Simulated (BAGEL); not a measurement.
**CH3BF (SMILES C[B]F) at UHF/3-21G (density fitting with qzvpp-jkfit)**

What is the vertical ionisation energy of CH3BF at UHF/3-21G (density fitting with qzvpp-jkfit)? 

The calculation is run with BAGEL 1.2.2.

4 further runs of the same task are left out: 2 that didn't finish, 2 set aside as unsound or not needed.

### Step 1. The molecule

CH3BF has 6 atoms, charge 0, and is taken as a doublet. SMILES: `C[B]F`. The shape is that of a PBE0-D4/def2-TZVP optimisation.

Bond lengths: C1–B2 1.554 Å, B2–F3 1.311 Å, C1–H4 1.094 Å, C1–H5 1.095 Å, C1–H6 1.094 Å. Angles: C1–B2–F3 123.9°, B2–C1–H4 109.5°, B2–C1–H5 112.9°, B2–C1–H6 109.7°, H4–C1–H5 109.3°, H4–C1–H6 105.8°, H5–C1–H6 109.3°.

### Step 2. A single-point energy at UHF/3-21G (density fitting with qzvpp-jkfit)

job.json reads:

```json
{ "bagel" : [

{
  "title" : "molecule",
  "basis" : "3-21g",
  "df_basis" : "qzvpp-jkfit",
  "angstrom" : "true",
  "geometry" : [
    { "atom" : "C", "xyz" : [      -0.303700,       0.310500,      -0.173700 ] },
    { "atom" : "B", "xyz" : [       0.287400,      -1.067600,       0.235500 ] },
    { "atom" : "F", "xyz" : [       1.486600,      -1.228900,       0.739300 ] },
    { "atom" : "H", "xyz" : [      -1.223500,       0.495700,       0.389500 ] },
    { "atom" : "H", "xyz" : [       0.393200,       1.138600,      -0.009600 ] },
    { "atom" : "H", "xyz" : [      -0.597900,       0.287900,      -1.227200 ] }
  ]
},

{ "title" : "uhf", "nopen" : 1 },

{ "title" : "print", "file" : "orbitals.molden", "orbitals" : "true" }

]}
```

Command:

```sh
BAGEL_NUM_THREADS=1 BAGEL job.json > job.out
```

Output:

```text
* using 1 threads per process

  ===============================================================
  ===============================================================

  *** Geometry ***

  { "atom" : "C", "xyz" : [     -0.573910,      0.586760,     -0.328245 ] },
  { "atom" : "B", "xyz" : [      0.543107,     -2.017472,      0.445031 ] },
  { "atom" : "F", "xyz" : [      2.809267,     -2.322284,      1.397075 ] },
  { "atom" : "H", "xyz" : [     -2.312080,      0.936737,      0.736048 ] },
  { "atom" : "H", "xyz" : [      0.743040,      2.151642,     -0.018141 ] },
  { "atom" : "H", "xyz" : [     -1.129867,      0.544052,     -2.319072 ] },

  Number of auxiliary basis functions:      281

  Since a DF basis is specified, we compute 2- and 3-index integrals:
    o Being stored without compression. Storage requirement is 0.002 GB

  Number of basis functions:       33
  Number of electrons      :       23

    * METHOD: MOLECULE                             0.05

  *** Open-shell HF ***

  === Nuclear Repulsion ===
    57.5849339075

      * DIIS with orbital gradients will be used.

  === UHF iteration (3-21g) ===
      0       -162.74631372          0.06433935           0.01
      1       -162.82648512          0.03555114           0.01
      2       -162.84445512          0.02047498           0.01
      3       -162.85182567          0.00217958           0.01
      4       -162.85245744          0.00085341           0.01
      5       -162.85255085          0.00027938           0.01
      6       -162.85257616          0.00004667           0.01
      7       -162.85257784          0.00001345           0.01
      8       -162.85257819          0.00000331           0.01
      9       -162.85257826          0.00000176           0.01
     10       -162.85257828          0.00000095           0.01
     11       -162.85257830          0.00000045           0.01
     12       -162.85257830          0.00000016           0.01
     13       -162.85257830          0.00000007           0.01
     14       -162.85257830          0.00000004           0.01
     15       -162.85257830          0.00000002           0.01
     16       -162.85257830          0.00000001           0.01
     17       -162.85257830          0.00000001           0.01
    * SCF iteration converged.

    * S^2 (UHF) is 0.7521

    * Permanent dipole moment:
           (    0.395479,    -0.342863,     0.200545) a.u.

    * METHOD: UHF                                  0.20

    * METHOD: PRINT                                0.00

  ===============================================================
```

It took 0.4 s on 1 thread of Arm Neoverse V1, shared host.

### Step 3. The singlet cation

input.json reads:

```json
{ "bagel" : [

{
  "title" : "molecule",
  "basis" : "3-21g",
  "df_basis" : "qzvpp-jkfit",
  "angstrom" : true,
  "geometry" : [
    { "atom" : "C", "xyz" : [      -0.303700,       0.310500,      -0.173700 ] },
    { "atom" : "B", "xyz" : [       0.287400,      -1.067600,       0.235500 ] },
    { "atom" : "F", "xyz" : [       1.486600,      -1.228900,       0.739300 ] },
    { "atom" : "H", "xyz" : [      -1.223500,       0.495700,       0.389500 ] },
    { "atom" : "H", "xyz" : [       0.393200,       1.138600,      -0.009600 ] },
    { "atom" : "H", "xyz" : [      -0.597900,       0.287900,      -1.227200 ] }
  ]
},

{ "title" : "hf", "charge" : 1 },

{ "title" : "print", "file" : "orbitals.molden", "orbitals" : true }

]}
```

Command:

```sh
BAGEL_NUM_THREADS=1 BAGEL input.json > input.out
```

Output:

```text
* using 1 threads per process

  ===============================================================
  ===============================================================

  *** Geometry ***

  { "atom" : "C", "xyz" : [     -0.573910,      0.586760,     -0.328245 ] },
  { "atom" : "B", "xyz" : [      0.543107,     -2.017472,      0.445031 ] },
  { "atom" : "F", "xyz" : [      2.809267,     -2.322284,      1.397075 ] },
  { "atom" : "H", "xyz" : [     -2.312080,      0.936737,      0.736048 ] },
  { "atom" : "H", "xyz" : [      0.743040,      2.151642,     -0.018141 ] },
  { "atom" : "H", "xyz" : [     -1.129867,      0.544052,     -2.319072 ] },

  Number of auxiliary basis functions:      281

  Since a DF basis is specified, we compute 2- and 3-index integrals:
    o Being stored without compression. Storage requirement is 0.002 GB

  Number of basis functions:       33
  Number of electrons      :       23

    * METHOD: MOLECULE                             0.05

  *** RHF ***

  === Nuclear Repulsion ===
    57.5849339075

      * DIIS with orbital gradients will be used.

  === RHF iteration (3-21g) ===
      0       -162.43802747          0.03405090           0.00
      1       -162.51579354          0.02371877           0.00
      2       -162.55020306          0.00240499           0.00
      3       -162.55094203          0.00057224           0.00
      4       -162.55098501          0.00017437           0.00
      5       -162.55099032          0.00005509           0.00
      6       -162.55099115          0.00001756           0.00
      7       -162.55099124          0.00000362           0.00
      8       -162.55099124          0.00000129           0.00
      9       -162.55099124          0.00000040           0.00
     10       -162.55099124          0.00000008           0.00
     11       -162.55099124          0.00000002           0.00
     12       -162.55099124          0.00000001           0.00
    * SCF iteration converged.

    * Permanent dipole moment:
           (    1.185120,     0.402378,     0.426070) a.u.

    * METHOD: HF                                   0.11

    * METHOD: PRINT                                0.00

  ===============================================================
```

Wall time 0.3 s (1 thread of Arm Neoverse V1, shared host).

### Step 4. Summary of results

Level: UHF/3-21G (density fitting with qzvpp-jkfit).

| quantity | value |
| --- | --- |
| doublet CH3BF: total energy | -162.85258 Eh |
| doublet CH3BF: dipole moment | 1.42 D |
| doublet CH3BF: ⟨S²⟩ | 0.752 |
| singlet cation: total energy | -162.55099 Eh |
| singlet cation: HOMO energy | -22.01 eV |
| singlet cation: LUMO energy | -7.21 eV |
| singlet cation: HOMO–LUMO gap | 14.79 eV |
| vertical ionisation energy (to the singlet cation) | 8.207 eV |

What this shows: Removing an electron at fixed nuclei costs 8.21 eV (189 kcal/mol). Only the singlet of the ionised species was computed; a triplet could lie lower.
